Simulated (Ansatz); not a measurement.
## C$_{2}$H$_{6}$OS, singlet: the ladder up to RCCSDT(Q)

Geometry: MP2(full)/6-31G*, from the G2/97 set.

```yaml
atoms:
  - { symbol: S, position_ang: [0.0000, 0.1556, -0.4153] }
  - { symbol: O, position_ang: [0.0001, 1.4245, 0.4031] }
  - { symbol: C, position_ang: [1.3395, -0.8854, 0.2040] }
  - { symbol: C, position_ang: [-1.3396, -0.8851, 0.2040] }
  - { symbol: H, position_ang: [1.2558, -0.9727, 1.2901] }
  - { symbol: H, position_ang: [-2.2794, -0.3900, -0.0454] }
  - { symbol: H, position_ang: [1.3043, -1.8697, -0.2693] }
  - { symbol: H, position_ang: [2.2794, -0.3904, -0.0454] }
  - { symbol: H, position_ang: [-1.3046, -1.8694, -0.2693] }
  - { symbol: H, position_ang: [-1.2559, -0.9725, 1.2901] }
```

Basis cc-pV(D+d)Z; Ansatz 0.2.0. Correlated methods freeze the noble-gas cores, which leaves 26 electrons in 87 orbitals. Prefix R: restricted or restricted open-shell reference. Active spaces: frontier = (8e, 8o) about the gap.

Full CI isn't at hand for all of this; RCCSDT(Q) serves as the reference, and is uncertain by about the last step of the cluster series.

The UHF ⟨S²⟩ is 0.000, the T1 diagnostic (RCCSD) is 0.0160 and the largest doubles amplitude (RCCSD) is 0.023.

From what is known of these methods and the diagnostics, rank them by the size of their error in total energy against RCCSDT(Q) in cc-pV(D+d)Z, smallest first (an estimate: the text doesn't fix the numbers).
A. RCCSDT
B. RHF
C. RMP2
D. RCCSD
E. MRCISD (frontier space)

A (4.7 kJ/mol), D (62.3 kJ/mol), C (178.7 kJ/mol), E (238.8 kJ/mol), B (1807.2 kJ/mol).

All errors are against RCCSDT(Q) in cc-pV(D+d)Z. Within each family the higher level lies nearer, as is usual though not guaranteed.

Atomization energy (electronic, same basis, no zero-point term; atoms at the same level, unrestricted beside the R rows where the molecule is a closed shell, with restricted open-shell steps beyond CCSDT(Q)) at RCCSDT(Q): 3225.9 kJ/mol. Errors of other levels:

| level | error (kJ/mol) |
| --- | --- |
| RHF | -825.7 |
| RMP2 | 38.8 |
| CISD | -303.5 |
| RCCSD | -48.5 |
| RCCSD(T) | -4.2 |
| BCCD(T) | -3.0 |
| RCCSDT | -4.1 |

This basis is far from its limit, so the value isn't to be set against a measured one. Truncated CI isn't size-consistent, which counts against it in atomization.
